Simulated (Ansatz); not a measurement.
`F[C@H]1C[C@@H]1F`, relaxed with RKS PBE-D4/def2-SVP in Ansatz 0.2.0 from a rough embedded geometry. The force threshold is 0.03 eV/Å; the program also tests the step.

The species carries charge 0 and has multiplicity 1.

Start:

```xyz
9

F     0.924   -1.741    0.175
C     0.073   -0.689    0.495
C     0.542    0.652    0.058
C    -0.591    0.095   -0.563
F    -1.857    0.593   -0.368
H    -0.444   -0.831    1.450
H     0.372    1.518    0.762
H     1.498    0.748   -0.422
H    -0.518   -0.345   -1.587
```

| step | energy (eV) | largest force (eV/Å) | largest move (Å) |
| --- | --- | --- | --- |
| 1 | -8592.5914 | 4.222 | 0.000 |
| 2 | -8592.8136 | 1.910 | 0.087 |
| 3 | -8592.8655 | 0.261 | 0.025 |
| 4 (rejected) | -8592.8619 | 0.191 | 0.050 |
| 5 | -8592.8715 | 0.050 | 0.024 |
| 6 | -8592.8721 | 0.006 | 0.012 |

End:

```xyz
9

F     0.852   -1.774    0.179
C     0.091   -0.684    0.502
C     0.569    0.691    0.099
C    -0.612    0.051   -0.592
F    -1.867    0.542   -0.356
H    -0.432   -0.792    1.469
H     0.373    1.514    0.804
H     1.504    0.767   -0.477
H    -0.477   -0.314   -1.626
```

It took 11 s on 2 threads of an AMD EPYC 7R13 on a shared host, with 0.17 GiB of host memory at the peak.
